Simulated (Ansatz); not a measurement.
Results of LDA (Ansatz, a quantum-chemistry and plane-wave program, plane waves, PAW) for hcp Co.

Run with plane-wave cutoff 500 eV, 24×24×1 k mesh (along the axes of the cell as run), Fermi–Dirac smearing 0.1 eV, scalar-relativistic PAW data made under PBE.

Problem. Give the computed surface energy of the (10-11) face and work function of the (10-11) face.

Solution. 
* **surface energy of the (10-11) face**: 3.73 J/m²
* **work function of the (10-11) face**: 4.48 eV

The slab of 16 atoms is relaxed and unreconstructed.

Static lattice: no zero-point or thermal effects.
